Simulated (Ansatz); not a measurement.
**[SiH$_{3}$···H···OH], doublet: transfer scan**

Starting geometry:

```yaml
atoms:
  - { symbol: Si, position_ang: [-0.9804, 0.0193, 0.0000] }
  - { symbol: H, position_ang: [-1.4753, 1.4190, 0.0000] }
  - { symbol: H, position_ang: [-1.4753, -0.6806, 1.2122] }
  - { symbol: H, position_ang: [-1.4753, -0.6806, -1.2122] }
  - { symbol: H, position_ang: [0.5042, 0.0193, 0.0000] }
  - { symbol: O, position_ang: [1.8366, 0.0193, 0.0000] }
  - { symbol: H, position_ang: [2.0884, -0.9207, 0.0000] }
```

From there H5 is moved from one fragment to the other while all else, the fragments' distance too, stays fixed; atoms are numbered as listed. Energies are in kJ/mol, counted from the starting geometry at the same level.

Basis cc-pVDZ; Ansatz 0.2.0. Only valence electrons are correlated (noble-gas cores frozen). R marks a restricted (for open shells ROHF) determinant, U an unrestricted one.

For open shells CISD is restricted-active-space CI with the open shells as a complete middle space.

Full CI isn't at hand for all of this; UCCSDT(Q) serves as the reference, and is uncertain by about the last step of the cluster series. The frozen core follows each run's orbitals, which can shift R against U totals by a few meV.

```json
{"distance Si1-H5 (Å)": "1.485", "UCCSDT(Q)": "0.0", "error RMP2": "0.0", "error CISD": "0.0", "error RCCSD": "0.0", "error BCCD(T)": "0.0", "error RCCSDT": "0.0", "error RCCSDT(Q)": "0.0"}
{"distance Si1-H5 (Å)": "1.534", "UCCSDT(Q)": "-9.2", "error RMP2": "-4.8", "error CISD": "3.1", "error RCCSD": "1.1", "error BCCD(T)": "0.2", "error RCCSDT": "0.2", "error RCCSDT(Q)": "0.0"}
{"distance Si1-H5 (Å)": "1.631", "UCCSDT(Q)": "-30.9", "error RMP2": "-25.3", "error CISD": "2.4", "error RCCSD": "2.3", "error BCCD(T)": "0.3", "error RCCSDT": "0.4", "error RCCSDT(Q)": "0.0"}
{"distance Si1-H5 (Å)": "1.729", "UCCSDT(Q)": "-57.6", "error RMP2": "-24.7", "error CISD": "-0.4", "error RCCSD": "1.2", "error BCCD(T)": "0.1", "error RCCSDT": "0.3", "error RCCSDT(Q)": "0.0"}
{"distance Si1-H5 (Å)": "1.827", "UCCSDT(Q)": "-76.7", "error RMP2": "-24.1", "error CISD": "-5.2", "error RCCSD": "-0.6", "error BCCD(T)": "-0.3", "error RCCSDT": "0.1", "error RCCSDT(Q)": "0.0"}
```

Errors are those of relative energies. In total energy the starting point itself misses UCCSDT(Q) by: RMP2 137.0, CISD 108.5, RCCSD 21.8, BCCD(T) 4.1, RCCSDT 1.6, RCCSDT(Q) 0.0 kJ/mol.

Spread of the error over the points with a reference, to 1.827 Å (largest less smallest): RCCSDT(Q) 0.0, RCCSDT 0.4, BCCD(T) 0.5, RCCSD 2.9, CISD 8.3, RMP2 25.3 kJ/mol.
